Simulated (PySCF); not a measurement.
# CF: one geometry, many levels of theory

How much do the numbers for CF (doublet) hang on the method? All levels run at one geometry, the PBE0 minimum.

Method: several methods, basis C def2-TZVP, F def2-TZVP, no relativity, density fitting; program: PySCF 2.14.0.

## 1. The system as given

2 atoms, charge 0, spin multiplicity 2.

Bond lengths: C1–F2 1.268 Å.

```xyz
2
charge 0 multiplicity 2
C     0.0000    0.0000   -0.7773
F     0.0000    0.0000    0.4910
```

## 2. CCSD(T)

One driver script runs all steps and calls PySCF; scf.py shows the equivalent input of each level. Each SCF starts from the density of the minimum. The driver also runs the species with one electron less or more at the same geometry (one less: multiplicity 1, one more: multiplicity 3); their logs are not shown.

scf.py reads:

```python
from pyscf import gto, scf, dft
mol = gto.M(atom='''
C     -0.000000     0.000000    -0.777315
F      0.000000    -0.000000     0.490977''',
    basis={'C': 'def2-TZVP', 'F': 'def2-TZVP'},
    charge=0, spin=1)
mf = scf.UHF(mol)
aux = {'C': 'def2-universal-JKFIT', 'F': 'def2-universal-JKFIT'}
mf = mf.density_fit(auxbasis=aux)
mf.conv_tol = 1e-08
mf.diis_space = 10
mf.max_cycle = 60
mf.verbose = 4
mf.kernel()
from pyscf import cc
mycc = cc.CCSD(mf, frozen=2).run()
mycc.ccsd_t()
```

Command:

```console
> OMP_NUM_THREADS=4 python axn.py task.json out
```

## 3. HF

Edit scf.py of step 2 so:

```diff
@@ -15,3 +14,0 @@
-from pyscf import cc
-mycc = cc.CCSD(mf, frozen=2).run()
-mycc.ccsd_t()
```

## 4. PBE0

Edit scf.py of step 3 so:

```diff
@@ -7 +7,2 @@
-mf = scf.UHF(mol)
+mf = dft.UKS(mol, xc='PBE0')
+mf.grids.atom_grid = (75, 302)
```

## 5. PBE

Edit scf.py of step 4 so:

```diff
@@ -7 +7 @@
-mf = dft.UKS(mol, xc='PBE0')
+mf = dft.UKS(mol, xc='PBE')
```

## 6. B3LYP

Edit scf.py of step 5 so:

```diff
@@ -7 +7 @@
-mf = dft.UKS(mol, xc='PBE')
+mf = dft.UKS(mol, xc='B3LYP')
```

## 7. r2SCAN

Edit scf.py of step 6 so:

```diff
@@ -7,2 +7,2 @@
-mf = dft.UKS(mol, xc='B3LYP')
-mf.grids.atom_grid = (75, 302)
+mf = dft.UKS(mol, xc='R2SCAN')
+mf.grids.atom_grid = (90, 434)
```

## 8. wB97X

Edit scf.py of step 7 so:

```diff
@@ -7,2 +7,2 @@
-mf = dft.UKS(mol, xc='R2SCAN')
-mf.grids.atom_grid = (90, 434)
+mf = dft.UKS(mol, xc='WB97X')
+mf.grids.atom_grid = (75, 302)
```

(Steps that only read results are left out.)

Before running it: what results should come out? Wanted: atomisation energy, CCSD(T) in this basis; vertical ionisation energy, CCSD(T); vertical electron affinity; orbital gap, range; T1, D1; T1, D1 of the cation; T1, D1 of the anion.

The runs gave:

| quantity | value |
| --- | --- |
| atomisation energy, CCSD(T) in this basis | 533 kJ/mol |
| vertical ionisation energy, CCSD(T) | 9.36 eV |
| vertical electron affinity | negative in this basis |
| orbital gap, range | 0.44 (PBE) to 12.64 (HF) eV |
| T1, D1 | 0.020, 0.049 |
| T1, D1 of the cation | 0.028, 0.058 |
| T1, D1 of the anion | 0.017, 0.041 |

What this shows: The functionals' atomisation energies stand +26 kJ/mol (B3LYP) to +74 kJ/mol (PBE) from CCSD(T); much of that can be the slow basis convergence of CCSD(T), which binds tens of kJ/mol more at its limit, so it ranks no functional. HF lacks the correlation that pairing electrons in bonds brings, so it binds too weakly, by 197 kJ/mol even against this CCSD(T). For the vertical ionisation energy, HF comes nearest to CCSD(T) (+0.19 eV) and B3LYP is farthest (+0.51 eV). The vertical electron affinity comes out negative at CCSD(T), so the value hangs on the basis and the levels are not ranked on it; without diffuse functions even a bound anion can come out this way. PBE's −ε(HOMO), 4.5 eV, falls 4.8 eV short of the ionisation energy, while its energy difference gives 9.6 eV.
